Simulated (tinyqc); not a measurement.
Inside a calculation. Method: UKS/LDA (PW92) in the sto-3g basis, for OH+, spin multiplicity 3. Computed by tinyqc, a small Python program that keeps every step (integrals from PySCF). Settings: charge = 1, multiplicity = 3, basis = sto-3g, energy threshold = 1e-10, iteration cap = 77, orthogonalisation = symmetric, start = highest core orbitals, DIIS depth = 0, method = UKS, functional = lda,pw, grid = [40, 14]. Command: `OMP_NUM_THREADS=1 python tinyqc.py 20333 20334 out.jsonl` (the two numbers bound the seeds that draw the settings). One thread of a shared host (Intel(R) Xeon(R) Processor @ 2.60GHz), about 1 s of CPU time with the checks.

Geometry (angstrom):
```
atom         x         y         z
O     0.000000  0.000000  0.000000
H     0.000000  0.000000  1.363000
```

Stop when the energy changes by less than 1e-10 hartree and every element of the error matrix X^T (F D S - S D F) X (for each spin) is below 3e-06.

Course of the cycle:
```
iteration   E (hartree)     change  largest element of the error matrix
1          -28.73470527          -                             6.69e-02
2          -73.35709098  -4.46e+01                             1.79e-01
3          -73.47080437  -1.14e-01                             3.32e-01
4          -73.55931754  -8.85e-02                             1.74e-01
5          -73.45385128   1.05e-01                             3.51e-01
6          -73.55410262  -1.00e-01                             1.76e-01
7          -73.44913469   1.05e-01                             3.55e-01
8          -73.55293901  -1.04e-01                             1.76e-01
9          -73.44820089   1.05e-01                             3.55e-01
10         -73.55271339  -1.05e-01                             1.76e-01
11         -73.44802418   1.05e-01                             3.55e-01
12         -73.55267084  -1.05e-01                             1.76e-01
13         -73.44799100   1.05e-01                             3.55e-01
14         -73.55266286  -1.05e-01                             1.76e-01
...                 ...        ...                                  ...
64         -73.55266101  -1.05e-01                             1.76e-01
65         -73.44798335   1.05e-01                             3.55e-01
66         -73.55266101  -1.05e-01                             1.76e-01
67         -73.44798335   1.05e-01                             3.55e-01
68         -73.55266101  -1.05e-01                             1.76e-01
69         -73.44798335   1.05e-01                             3.55e-01
70         -73.55266101  -1.05e-01                             1.76e-01
71         -73.44798335   1.05e-01                             3.55e-01
72         -73.55266101  -1.05e-01                             1.76e-01
73         -73.44798335   1.05e-01                             3.55e-01
74         -73.55266101  -1.05e-01                             1.76e-01
75         -73.44798335   1.05e-01                             3.55e-01
76         -73.55266101  -1.05e-01                             1.76e-01
77         -73.44798335   1.05e-01                             3.55e-01
```

Can the last value be used, and what does the course show?

Not by the stop rule. Not converged within the cap of 77 iterations: the residual has stopped falling: the iteration swings between two states. Reruns (cap 100 unless said): DIIS 8: converged in 24; damping 0.5: converged in 40; level shift 0.5: not converged; atomic densities as start, DIIS 8: converged in 9; the original settings with a cap of 400: not converged. PySCF UKS in the same basis, fine grid, after a stability check = -73.69268233 hartree, which differs from a converged run on this coarse grid by the grid error.
